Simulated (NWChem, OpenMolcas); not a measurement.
**How basis sets differ on PF3 (phosphorus trifluoride)**

PF3: 4 atoms, total charge 0, spin state singlet. As SMILES, `FP(F)F`. Geometry: relaxed at PBE0-D4/def2-TZVP.

Quantity: the dipole moment, in D. The values are calculated.

The value from experiment is 1.03 D (NIST CCCBDB). From what is known of these methods, estimate their order from the nearest to it to the farthest.
A. B3LYP/pcseg-2 (NWChem)
B. B3LYP/def2-SVPD (NWChem)
C. B3LYP/6-31G* (Cartesian functions) (NWChem)
D. B3LYP/STO-3G (OpenMolcas)
E. B3LYP/pcseg-1 (NWChem)

C (0.98 D, -0.05), B (1.13 D, +0.10), A (1.16 D, +0.13), E (1.21 D, +0.18), D (0.70 D, -0.33).
